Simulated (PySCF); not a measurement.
# NH₃: breathing scan

Method: PySCF, PBE0, basis N def2-TZVP, H def2-TZVP (no relativity, density fitting).

Rigid scan from the singlet minimum (N–H 1.013 Å (×3); H–N–H 107.1° (×3)). Coordinate: all bonds to the central atom scaled together. Energies in kJ/mol from the minimum.

```json
{"scale of all bonds to the centre": "0.88", "E (kJ/mol)": "124.1", "dipole size (D)": "1.70"}
{"scale of all bonds to the centre": "0.92", "E (kJ/mol)": "50.3", "dipole size (D)": "1.70"}
{"scale of all bonds to the centre": "0.96", "E (kJ/mol)": "11.5", "dipole size (D)": "1.70"}
{"scale of all bonds to the centre": "1.00", "E (kJ/mol)": "0.0", "dipole size (D)": "1.69"}
{"scale of all bonds to the centre": "1.04", "E (kJ/mol)": "9.7", "dipole size (D)": "1.69"}
{"scale of all bonds to the centre": "1.08", "E (kJ/mol)": "35.6", "dipole size (D)": "1.67"}
{"scale of all bonds to the centre": "1.14", "E (kJ/mol)": "96.6", "dipole size (D)": "1.64"}
{"scale of all bonds to the centre": "1.22", "E (kJ/mol)": "204.2", "dipole size (D)": "1.59"}
{"scale of all bonds to the centre": "1.35", "E (kJ/mol)": "407.3", "dipole size (D)": "1.45"}
```

At long bonds a restricted determinant can lie too high, and another spin state can fall below this curve.

Other isomers or separated fragments may lie lower.
